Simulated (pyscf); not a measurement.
This saddle point was located with ωB97X-D3(BJ)/def2-SVP in PySCF.

```xyz
7

C     -0.8828    -0.4442    -0.7483
Ag     0.2924     1.1768     0.5203
H     -0.3296    -1.3314    -0.3973
H     -1.2046    -0.6791    -1.7780
H     -1.8165    -0.3524    -0.1670
F      0.3789     1.6098    -1.6882
H     -0.2199     0.6480    -1.3375
```
Charge 0, spin multiplicity 1.

Surface: singlet, charge 0. Lowest wavenumbers (cm⁻¹): 1235i, 50, 271, 364, 444.

Q: What reaction is this the transition state of?

A: H₃C–Ag + HF <-> CH₄ + F–Ag, a four-centre exchange read from left to right: Ag–C, F–H broken and C–H, Ag–F formed. At CCSD(T)/def2-TZVPP + ΔMP2(QZVPP) it lies +17.5 kcal/mol from the left side and +22.3 kcal/mol from the right (each side as separated species at their lowest minima found). On the reactant side the descent ends in a complex, 5.6 kcal/mol under the separated species and 16.2 kcal/mol under the saddle at ωB97X-D3(BJ)/def2-TZVP. The reactants may also form a dative adduct at H₃C–Ag; it and routes through it were not searched. The products may also form a dative adduct at F–Ag; it and routes through it were not searched. At ωB97X-D3(BJ) the barrier from the zero used here is 10.7 kcal/mol. This is the saddle that the search found; another between the same sides may lie lower. The CCSD(T) − MP2 part came from Ansatz, without density fitting, on the same reference. The frozen core leaves the outer d or s,p core shells of the metals and heavy elements correlated in the MP2 and CC values, and def2-TZVPP describes them poorly, which can shift differences by a few kcal/mol. Elements past Kr carry the def2 core potentials, without spin-orbit coupling.
